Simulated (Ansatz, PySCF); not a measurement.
Potential energy curve for LiF, singlet.

Computed with: UCCSD = CCSD on UHF/def2-SVP, frozen core run with Ansatz (a first-principles code); RKS-B3LYP/6-311+G** = restricted B3LYP/6-311+G**, spherical d (PySCF); RHF/def2-SVP (Ansatz); UKS-B3LYP/6-311+G** = unrestricted B3LYP/6-311+G**, spherical d run with PySCF.

Energies are in eV, each relative to the lowest point of its own curve near equilibrium.

```tsv
R / Å	UCCSD	RKS-B3LYP/6-311+G**	RHF	UKS-B3LYP/6-311+G**
1.22	1.921	1.996	1.857	1.996
1.31	0.845	0.941	0.800	0.941
1.38	0.368	0.457	0.338	0.457
1.49	0.036	0.079	0.027	0.079
1.54	0.000	0.015	0.000	0.015
1.56	0.000	0.004	0.004	0.004
1.58	[?]	0.000	[?]	0.000
1.66	0.094	0.040	[?]	0.040
1.71	0.184	0.101	0.209	0.101
1.81	0.416	0.275	0.453	0.275
1.93	0.748	0.539	0.797	0.539
2.10	1.255	0.953	1.314	0.953
2.37	2.045	1.607	2.113	1.607
2.60	2.655	2.116	2.726	2.116
2.77	3.064	2.456	3.136	2.456
3.15	—	3.105	3.933	3.105
3.47	—	3.543	4.497	3.543
3.81	—	3.916	5.004	3.891
4.25	—	4.283	[?]	4.191
4.61	—	4.511	[?]	4.362
5.41	—	4.861	[?]	4.607
6.19	—	5.076	6.753	4.746
```

Question: Some entries are withheld; supply them.

Answer: 
- 1.58, UCCSD: 0.007
- 1.58, RHF: 0.014
- 1.66, RHF: 0.113
- 4.25, RHF: 5.531
- 4.61, RHF: 5.866
- 5.41, RHF: 6.396

A dash means that the run gave no value there, or that the column was ended at a point which the program doubted or which failed a test of continuity chosen for this set; such a test can also cut sound points.

The unrestricted determinant behind UCCSD is spin-contaminated at 3.15 to 6.19 Å (<S²> up to 1.0, against 0.00 for a pure singlet). The restricted form behind RKS-B3LYP/6-311+G**, RHF keeps the bonding electrons paired and can't separate into open-shell fragments. The unrestricted determinant behind UKS-B3LYP/6-311+G** is spin-contaminated at 3.81 to 6.19 Å (<S²> up to 0.5, against 0.00 for a pure singlet).
